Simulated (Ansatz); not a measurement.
2H MoTe2, treated with r²SCAN+rVV10 in Ansatz (plane waves, PAW).

Settings: plane-wave cutoff 560 eV, 12×12×4 k mesh (along the axes of the cell as run), Fermi–Dirac smearing 0.01 eV, no spin polarisation, scalar-relativistic PAW data made under PBE.

Shape and atoms are relaxed at each volume.

Pressure at four volumes; x = ln(V/25.674 Å³). One pressure is withheld.

| V (Å³/atom) | x | P (GPa) |
|---|---|---|
| 24.647 | -0.0408 | ? |
| 25.160 | -0.0202 | 0.757 |
| 25.674 | 0.0000 | 0.003 |
| 26.701 | 0.0392 | -1.013 |

Pass a parabola P(x) through the three rows shown, estimate the bulk modulus and its pressure derivative near zero pressure, and predict the withheld pressure.

Slopes between the rows: (0.003 − (0.757))/(0.0000 − (-0.0202)) = -37.33 and (-1.013 − (0.003))/(0.0392 − (0.0000)) = -25.92 GPa. Their difference over the span 0.0594 is c = 11.41/0.0594 = 192.1 GPa, so P(x) = 0.757 + (-37.33)(x − (-0.0202)) + 192.1 (x − (-0.0202))(x − (0.0000)). At the middle row B = −dP/dx = −[-37.33 + 192.1 × 0.0202] = 33.4 GPa, and B′ = dB/dP = 2c/B = 11.5. At x = -0.0408 the parabola gives 1.687 GPa; the run gives 1.688 GPa. The Birch–Murnaghan fit to the energies at all volumes has B0 = 33.0 GPa and B′ = 11.6.

Note: the bulk modulus comes from volumes at which shape and atoms were relaxed.

Spin–orbit coupling is not included.

Ansatz is a program for electronic structure.
